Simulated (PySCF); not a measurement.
Molecule: SMILES C[C@@H](CC)F, C4H9F.

Geometry (Å), atoms numbered from 1 in this order:
```xyz
14

C     1.905   -0.279   -0.275
C     0.634    0.337    0.284
C    -0.629   -0.275   -0.290
C    -1.903    0.316    0.266
F    -0.622   -1.635   -0.021
H     1.979   -0.125   -1.364
H     1.920   -1.363   -0.090
H     2.802    0.160    0.186
H     0.610    1.423    0.089
H     0.603    0.216    1.381
H    -0.616   -0.173   -1.392
H    -1.970    1.389    0.030
H    -2.781   -0.189   -0.162
H    -1.935    0.198    1.359
```

Spin–spin couplings on one PBE0-D3(BJ)/def2-SVP geometry, PySCF 2.14, gas phase, non-relativistic, equivalent pairs averaged (spin–dipole term only in couplings to heteroatoms); isotopes 13C, 19F, 1H; functional B3LYP.

Problem. How do the couplings (Hz) change with the basis set? Times are CPU seconds on shared hosts with different chips, so compare them loosely. Far from the basis limit: 6-31G*, pcJ-0, def2-TZVP, cc-pVTZ.

Solution. 
```tsv
basis set	functions	1J(C3,F5)	1J(C3,H11)	1J(C2,H10)	1J(C4,H12)	1J(C1,H6)	1J(C2,H9)	1J(C3,C4)	core-s
6-31G*	88	-198.2	159.7	145.3	142.6	142.1	141.2	55.0	7.8
pcJ-0	92	-313.7	128.1	113.6	114.1	114.0	110.3	30.3	6.9
def2-TZVP	209	-258.2	143.6	123.8	125.3	125.5	121.4	40.4	24
pcJ-1	225	-225.4	150.6	131.1	132.9	133.0	128.4	41.9	44
cc-pVTZ	276	-227.6	134.9	115.5	118.0	118.2	113.5	32.4	39
```

The Fermi-contact term samples the wavefunction at the nucleus, which is why sets with added tight s functions (names with J) are made for couplings.
